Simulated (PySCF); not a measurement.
# Frontier levels across methods

CS2.
Geometry (PBE0-D3(BJ)/def2-SVP, Å), atoms numbered from 1 in this order:
```
atom  x, y, z in Å
S1    -1.5604    0.1230    0.0072
C2    -0.0055    0.0713   -0.0066
S3     1.5495    0.0190   -0.0205
```

Basis pcSseg-2 throughout (PySCF), one geometry. Geometry: PBE0-D3(BJ)/def2-SVP; no solvent, vibrations or thermal averaging.

Task: How do the orbital energies and the gap change with the method?

Result: 
| method | kind | HOMO (eV) | LUMO (eV) | gap (eV) | SCF cycles |
| --- | --- | --- | --- | --- | --- |
| BLYP | GGA | -6.62 | -2.69 | 3.94 | 12 |
| B97-D | GGA | -6.78 | -2.77 | 4.01 | 13 |
| PBE | GGA | -6.82 | -2.83 | 3.98 | 13 |
| KT2 | GGA | -6.87 | -2.80 | 4.07 | 13 |
| OPBE | GGA | -6.89 | -2.82 | 4.08 | 13 |
| KT3 | GGA | -6.90 | -2.82 | 4.08 | 13 |
| BP86 | GGA | -6.91 | -2.92 | 3.99 | 13 |
| LDA | LDA | -6.95 | -3.00 | 3.95 | 12 |
| B3LYP | global hybrid | -7.62 | -2.23 | 5.40 | 13 |
| B97-2 | global hybrid | -7.65 | -2.10 | 5.55 | 13 |
| PBE0 | global hybrid | -7.87 | -2.05 | 5.82 | 12 |
| mPW1PW91 | global hybrid | -7.89 | -2.07 | 5.82 | 12 |
| BHandHLYP | global hybrid | -8.74 | -1.12 | 7.62 | 10 |
| CAM-B3LYP | range-separated hybrid | -9.01 | -1.00 | 8.01 | 10 |
| wB97X-D | range-separated hybrid | -9.58 | -0.37 | 9.21 | 12 |
| HF | Hartree–Fock | -10.15 | 1.27 | 11.42 | 9 |
| LC-wPBE | range-separated hybrid | -10.29 | -0.01 | 10.27 | 12 |

The HOMO spans 3.66 eV, from BLYP down to LC-wPBE, and the gap runs from 3.94 eV (BLYP) to 11.42 eV (HF). Over the methods BLYP (0 %), B97-D (0 %), PBE (0 %), KT2 (0 %), OPBE (0 %), KT3 (0 %), BP86 (0 %), LDA (0 %), B3LYP (20 %), B97-2 (21 %), PBE0 (25 %), mPW1PW91 (25 %), BHandHLYP (50 %), HF (100 %), a straight line through the gap against the share of exact exchange rises by 0.74 eV for each 10 % (correlation coefficient 1.000). The dipole is below 0.03 D at every level.

The vertical ΔSCF ionisation energy at wB97X-D/def2-SVPD is 10.24 eV; −ε(HOMO) comes closest to it with LC-wPBE (10.29 eV).
